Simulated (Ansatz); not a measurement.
## How the elastic constant C12 of 1T (CdI2-type) SnSe2 moves with the method

No measured value is used here.

```tsv
level (code)	value (GPa)	cell (Å³/atom)
LDA (Ansatz)	33.0	24.56
PBE (Ansatz)	20.7	30.32
PBE-D3(BJ) (Ansatz)	…	25.57
r²SCAN (Ansatz)	26.8	27.80
r²SCAN+rVV10 (Ansatz)	…	26.33
HSE06-D3(BJ) (Ansatz)	32.9	24.65
```

### Question
Complete the blanks.

### Answer

- PBE-D3(BJ) (Ansatz, a quantum-chemistry and plane-wave program), value (GPa): 28.2
- r²SCAN+rVV10 (Ansatz), value (GPa): 30.3

LDA: LDA has no dispersion term either, though it tends to give short spacings of layers, chains or molecules. PBE, r²SCAN: the cell comes from a level without a dispersion term, which matters for the spacing of layers, chains or molecules. PBE-D3(BJ), HSE06-D3(BJ): the dispersion coefficients are held fixed in the derivatives. Each level is taken at its own relaxed cell. Cutoffs and k meshes differ between the levels. Ansatz's density-functional and Hartree–Fock values are scalar-relativistic unless marked +SOC, with PAW data made under PBE.
